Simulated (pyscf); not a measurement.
Cl–GaH₂ (SMILES [Cl][GaH2]) + HO–SiH₃ (SMILES O[SiH3]) -> HO–SiH₂–GaH–Cl (SMILES O[SiH2][GaH][Cl]) + H₂ (SMILES [H][H]) (four-centre exchange; singlet surface; Ga–H, H–Si broken, Ga–Si, H–H formed). Single points on ωB97X-D3(BJ)/def2-SVP structures (PySCF, gas phase). Energies in eV from the separated reactants.

```csv
level,barrier,reaction energy
PBE/def2-TZVP,…,-0.02
r²SCAN/def2-TZVP,1.70,+0.03
PBE0-D3(BJ)/def2-TZVP,1.65,+0.01
M06-2X/def2-TZVP,1.58,+0.08
ωB97M-D3(BJ)/def2-TZVP,1.79,+0.14
HF/def2-TZVP,…,…
```

Q: Fill in the missing entries.

A: 
- PBE/def2-TZVP, barrier: 1.62
- HF/def2-TZVP, barrier: 2.47
- HF/def2-TZVP, reaction energy: +0.41

The functionals in the table span 0.21 eV in this barrier, from M06-2X to ωB97M-D3(BJ). On the reactant side the descent ends in an adduct with a Ga–O contact (not fully relaxed), 0.79 eV under the separated species and 2.51 eV under the saddle at ωB97X-D3(BJ)/def2-TZVP. The same reactants have a lower exit, to HO–GaH–Cl + SiH₄ (barrier +0.35 eV at ωB97M-D3(BJ), against +1.79 eV here). One saddle was located; it need not be the lowest between these sides. Elements up to Kr have no core potential and no relativistic terms here.
